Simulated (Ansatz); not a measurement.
Two shapes of singlet N₂O.

Shape 1:

```xyz
3

N     0.0000    0.0000   -1.0987
N     0.0000    0.0000   -0.0628
O     0.0000    0.0000    1.0164
```

Shape 2:

```xyz
3

N    -0.0034    0.0041   -1.2027
N     0.0081    0.0032   -0.0634
O     0.0076    0.0061    1.1025
```

Basis set: cc-pVDZ (spherical functions). Frozen core: 3 orbitals. Charge 0, multiplicity 1.

Computed with Ansatz (development build ahead of 0.2.0); each method stands on the lowest determinant of its kind that the runs found.

Problem. Which shape is lower in energy, and by how much in each method?

Solution.

```tsv
method	E(2) − E(1) (eV)
RHF	-0.663
RHF-MP2	-1.852
```

Shape 2 is lower. Caution: no unrestricted run beside it, a lower state can exist.
